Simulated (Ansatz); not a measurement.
**Cohesive energy of some III–V compounds**

Method: r²SCAN in Ansatz (PAW). References are measured values corrected to a static lattice.

Values in eV/atom.

| solid | reference | r²SCAN | error (eV/atom) |
|---|---|---|---|
| zinc-blende GaSb | 3.03 | 2.93 | -0.10 |
| cubic BN | 6.76 | 6.81 | +0.05 |
| zinc-blende GaP | 3.61 | 3.64 | +0.03 |
| zinc-blende BP | 5.14 | 5.27 | +0.13 |
| wurtzite AlN | 5.85 | 5.82 | -0.03 |
| zinc-blende GaAs | 3.34 | 3.31 | -0.03 |

Over these 6 solids the mean error is +0.01 eV/atom, the mean absolute error 0.06 eV/atom (median 0.04 eV/atom), and the worst case zinc-blende BP at +0.13 eV/atom; the value is above the reference in 3 of 6 cases.

All these references are brought to a static lattice.

Spin–orbit coupling is left out, also for the solids with elements from indium on (zinc-blende GaSb); its size isn't shown.

Differences are worked out from the printed values.

Free atoms are spin-polarised, in the lowest state found; at levels without +SOC their spin–orbit coupling is left out. Each level is taken at its own relaxed cell. Ansatz's density-functional and Hartree–Fock values are scalar-relativistic unless marked +SOC, with PAW data made under PBE.

Not in this set, of the III–V compounds with a reference value in our tables and a result at some level: 2 for sources at odds; 2 for the spin–orbit terms of free Br, In, Sn, Te, I and atoms past barium, a cut that leaves lighter open-shell atoms' terms in the errors; 1 for no value at r²SCAN (not run, a failed fit, an unstable or unbound cell, or a value held back for tests); 1 for a reference at room or unstated temperature. These can be a level's best or worst cases. At least 1 more with a reference value is held back for tests. Solids without a released value at any level aren't counted. Layered and molecular crystals are counted apart.

References as tabulated in Mejia-Rodriguez and Trickey (2018), arXiv:1807.09216; Paulus et al. (1996), arXiv:cond-mat/9605064. Worked out here from the CRC Handbook's enthalpies at 298 K, with a Debye model for the thermal and zero-point parts: AlN.

Ansatz is a quantum-chemistry and plane-wave program.
